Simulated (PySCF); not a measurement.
**Continuum solvent and chemical shifts**

Mapped SMILES: `[CH3:1]/[CH:2]=[CH:3]\[CH:4]=[CH:5]/[CH3:6]`. Hydrogens are named by the atom that carries them.

GIAO PBE0/pcSseg-1 in PySCF on one PBE0-D3(BJ)/def2-SVP conformer, non-relativistic, equivalent nuclei averaged. Solvents enter as an IEF-PCM continuum (dichloromethane with ε = 8.9, dimethylsulfoxide with ε = 46.8) around the gas-phase geometry. Shifts are referred to TMS computed in the same medium.

In dichloromethane, δ in ppm: C2/C5 137.0, C3/C4 130.4, C1/C6 16.1, H(C3)/H(C4) 6.56, H(C2)/H(C5) 5.75, H(C1)/H(C6) 1.91. Dipole moment 0.00 D.

Task: How does each δ change in the more polar medium?

Result: 
| atoms | environment | Δδ, dimethylsulfoxide |
| --- | --- | --- |
| C2/C5 | alkene CH | +0.5 |
| C3/C4 | alkene CH | 0.0 |
| C1/C6 | allylic methyl carbon | +0.1 |
| H(C3)/H(C4) | hydrogen on an alkene CH | +0.02 |
| H(C2)/H(C5) | hydrogen on an alkene CH | +0.04 |
| H(C1)/H(C6) | hydrogen on an allylic methyl carbon | +0.01 |

Changes are relative to dichloromethane.

Task: Which nuclei move most (in ppm), and what does the model miss?

Result: C2/C5 (alkene CH, +0.5 ppm) in dimethylsulfoxide. A continuum only polarises the solute; specific hydrogen bonds, the anisotropy of aromatic solvents and changes of geometry or conformer are outside it.
